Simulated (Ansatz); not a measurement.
A calculation with Ansatz (development build ahead of 0.2.0).

```yaml
crystal:
  periodic: [false, false, false]
  atoms:
    - { symbol: C, position_ang: [0.0, 0.0, -0.09745] }
    - { symbol: H, position_ang: [0.0, 0.92365, 0.29234] }
    - { symbol: H, position_ang: [0.0, -0.92365, 0.29234] }
basis:
  gaussian: { orbitals: cc-pVDZ }
magnetization:
  spin_polarized: true
  initial_magnetization: 2
hamiltonian:
  xc: hf
```

The input is written out in the form of the current development build from the run's settings.

Results

| Quantity | Value |
| --- | --- |
| Converged | yes |
| Total energy | -38.91671 hartree |
| Spin squared of the determinant | 2.014 |
